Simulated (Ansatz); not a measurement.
Consider the substitution at a C–Al bond: `C#[C][AlH2]` + `CC(N)=O` → `C#CNC(C)=O` + `[AlH3]`.

Calculated with Ansatz (gas phase, PBE0-D4/def2-TZVP geometries, no zero-point term in ΔE). CCSD(T)/CBS adds triple-zeta CCSD(T) − MP2 to the extrapolated MP2 energy (def2 sets, frozen cores). This one scheme is used for every species. DFT in def2-TZVPP. Each species was taken in one conformer, which may not be the lowest.

```json
{"level": "r2SCAN-D4", "ΔE (kJ/mol)": "129.2"}
{"level": "MP2/def2-TZVPP", "ΔE (kJ/mol)": "136.1"}
```

(1) What does CCSD(T)/CBS give? (Best estimate.)

Largest T1 diagnostic among the species: 0.015.

Answers

(1) Computed: +137.0 kJ/mol. The listed levels differ from it by -7.8, -0.9 kJ/mol.

The D4 term adds −3.6 kJ/mol with B3LYP and −2.2 kJ/mol with PBE0; it sums over pairs of atoms, weighted by their polarisabilities, and B3LYP, whose exchange is more repulsive, gets the larger term. From PBE to PBE0 (25 % exact exchange), in def2-TZVPP and without D4, ΔE moves by +3.4 kJ/mol.

B3LYP here is the variant with VWN-RPA as its local correlation; programs differ in this.
